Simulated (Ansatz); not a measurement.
# Basis-set limit of CH₄, triplet

```xyz
5

H    -1.9779    0.0000    0.0000
H    -0.9399    0.0000    0.0000
C     0.1501    0.0000    0.0000
H     0.5646    0.0000    0.9962
H     0.5646    0.0000   -0.9962
```

Ansatz 0.2.0, UHF determinant, valence electrons correlated. Energies in eV.

```
       set  X  functions  Hartree–Fock  MP2 correlation  CCSD(T) correlation                                                                                                              time
def2-TZVPP  3         87    -1089.6367          -4.5029              -5.2793             3.2 s on 1 × NVIDIA H100 80GB HBM3 with 1 thread of AMD EPYC 7R13 Processor (Zen 3), on a shared host
def2-QZVPP  4        177    -1089.6998          -4.7937              -5.5298  3.8 s on 1 × NVIDIA H100 80GB HBM3 with 1 thread of AMD EPYC 7R13 Processor (Zen 3), with other jobs on the host
```

Hartree–Fock is taken to follow E(X) = E∞ + A·exp(−7.88·√X), correlation E(X) = E∞ + B·X^−2.97.

Cautions: lower spins were not checked.

Work out the CCSD(T) energy at the limit, and how far the shortcut misses it that extrapolates MP2 and adds CCSD(T) minus MP2 from the smaller set.

Hartree–Fock: E∞ = E4 + 0.1377·(E4 − E3) = -1089.7085. Correlation: E∞ = E4 + 0.7407·(E4 − E3) = -5.7153 for CCSD(T) and -5.0091 for MP2. The limit is -1095.4238 eV, 0.194 eV below def2-QZVPP. The shortcut gives a correlation energy of -5.0091 + (-0.7764) = -5.7855, 70 meV lower than the direct value.
